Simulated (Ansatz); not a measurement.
# C3H7N (cyclopropylamine): the vertical ionisation energy from total energies

The species is C3H7N (11 atoms), meant as a singlet with charge 0. SMILES: `NC1CC1`. Geometry: relaxed at PBE0-D4/def2-TZVP. This is one conformer, not always the lowest.

Both states at this one shape; open shells run unrestricted unless said. 1 Eh = 27.2114 eV.

```tsv
level	program	singlet C3H7N (Eh)	doublet C3H7N+ (Eh)
MP2/x2c-SV(P)all (sfX2C), 4 core orbitals frozen	Ansatz	-172.548932	-172.206186
MP2/x2c-SVPall (sfX2C), 4 core orbitals frozen	Ansatz	-172.624779	-172.278236
```

Task: Work out the vertical ionisation energy at each level.

Result: 
1. MP2/x2c-SV(P)all (sfX2C): -172.206186 − (-172.548932) = 0.342746 Eh = 9.33 eV.
2. MP2/x2c-SVPall (sfX2C): -172.278236 − (-172.624779) = 0.346543 Eh = 9.43 eV.

No measured value is set beside it here; the levels span 9.33 to 9.43 eV.
